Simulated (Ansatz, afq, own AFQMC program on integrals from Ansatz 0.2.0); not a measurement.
H$_{3}$O, doublet in cc-pVTZ, levels against CCSDT(Q)

```xyz
4

H    -1.8095    0.0498    0.0000
H    -0.8475    0.0498    0.0000
O     0.1425    0.0498    0.0000
H     0.3944   -0.8901    0.0000
```

Basis cc-pVTZ. Noble-gas cores (and the filled d shells of Ga–Kr and In–Xe) are frozen. AFQMC by an in-house program on the Cholesky factors that Ansatz 0.2.0 writes for its CCSD(T) run. The CISD trial takes its coefficients from CCSD amplitudes. Released means that phaseless walkers are propagated on without the constraint, phases kept. ± is one standard error of the sampling.

Determinant: UHF, the one that the program's search chose, which needn't be the lowest solution. The geometry is a point of a scan.

No full CI on the walks' own integrals is used here; CCSDT(Q) serves as the reference and is uncertain by about the last step of the cluster series.

- T1 diagnostic: 0.0122
- weight of the determinant in the CISD state: 0.930
- ⟨S²⟩ of the determinant: 0.764
- size of the correlated space: 9 electrons in 71 orbitals

Reference: CCSDT(Q), correlation energy -7.855 eV. The released energy is read at 2.40 1/Eh (meV from the phaseless value at times in 1/Eh: -2.8 ± 2.2 at 0.24, -6 ± 3 at 0.51, -7 ± 4 at 0.99, -5 ± 4 at 1.62, -3 ± 5 at 2.40).

```
         level  E − E(reference) (mEh)  share of correlation (%)
            HF                  288.67                      0.00
           MP2                   17.48                     93.94
          CCSD                    9.21                     96.81
       CCSD(T)                    0.60                     99.79
         CCSDT                    0.43                     99.85
 ph-AFQMC/CISD             0.19 ± 0.10                     99.94
released AFQMC             0.07 ± 0.18                     99.98
```

A walk keeps the symmetry of its determinant, which the program's search chose and which needn't be the lowest solution, so a lower state of the same spin and another symmetry isn't excluded. Released energies are given only where the last usable release times agree within the noise; a slower fall can still hide under it.
